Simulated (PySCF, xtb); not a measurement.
Acid–base and redox partners of [GeH4]. All species are isolated molecules in the gas phase. Strings in code marks are SMILES.

Quantity: bond dissociation enthalpy (X–H) at 298 K, in kJ/mol. Enthalpy corrections at 298 K come from GFN2-xTB frequencies (xtb).

Level: TPSSh-D3(BJ)/def2-TZVP // CAM-B3LYP-D3(BJ)/def2-TZVP (PySCF).

```csv
species,E (Ha),H(298 K) − E (Ha)
`[GeH4]`,-2079.36336,0.03304
`[GeH3]`,-2078.71881,0.02131
H atom,-0.49989,0.00236
```

Q: Work out the bond dissociation enthalpy (X–H) at 298 K.

A: H = E + (H − E) for each species, with 5/2 RT for the lone particle. The enthalpy of the separated products less that of the bound species is 0.13529 Ha, or 355.2 kJ/mol.
